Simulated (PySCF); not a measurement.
# SMILES c1(Cl)cc[cH-]c1, [C5H4Cl]-, charge -1

Geometry:
```tsv
atom	x (Å)	y (Å)	z (Å)
Cl1	3.052	-0.436	0.538
C2	1.345	-0.138	0.279
C3	0.353	-1.124	0.282
C4	-0.866	-0.461	0.037
C5	-0.604	0.912	-0.110
C6	0.782	1.120	0.041
H7	0.508	-2.183	0.441
H8	-1.839	-0.936	-0.025
H9	-1.338	1.685	-0.307
H10	1.319	2.058	-0.014
```

Total charge -1.

Level of theory: PySCF 2.14.0, TDDFT CAM-B3LYP/def2-TZVPD excited states, vertical, gas phase. Geometry: PBE0-D3(BJ)/def2-TZVP.

For a gas-phase anion, states above the detachment energy (about 1.6 eV, taken as minus the energy of the highest occupied orbital) lie in the continuum and depend on the basis.

Q: Give the one- and two-photon strengths of the lowest singlets.

A: δ for parallel linear polarisation; σ at the peak of a Lorentzian of half width 0.1 eV, single beam; Ω is circular over linear.
| state | E (eV) | f | photon λ (nm) | δ (au) | σ (GM) | Ω | main |
| --- | --- | --- | --- | --- | --- | --- | --- |
| S1 | 3.60 | 0.001 | 689 | 154 | 0.73 | 1.50 | HOMO→LUMO 0.94 |
| S2 | 3.78 | 0.011 | 656 | 180 | 0.94 | 1.50 | HOMO→LUMO+1 0.96 |
| S3 | 3.94 | 0.000 | 629 | 306 | 1.74 | 1.50 | HOMO−1→LUMO+1 0.63, HOMO−1→LUMO 0.30 |
| S4 | 4.02 | 0.000 | 617 | 18.6 | 0.11 | 1.50 | HOMO−1→LUMO 0.60, HOMO−1→LUMO+1 0.32 |
| S5 | 4.19 | 0.000 | 592 | 37.6 | 0.24 | 1.50 | HOMO→LUMO+2 0.87 |
| S6 | 4.32 | 0.037 | 574 | 6.18 | 0.04 | 1.50 | HOMO−1→LUMO+2 0.79, HOMO−1→LUMO+4 0.14 |

Among these, the strongest one-photon state is S6, the strongest two-photon state S3.
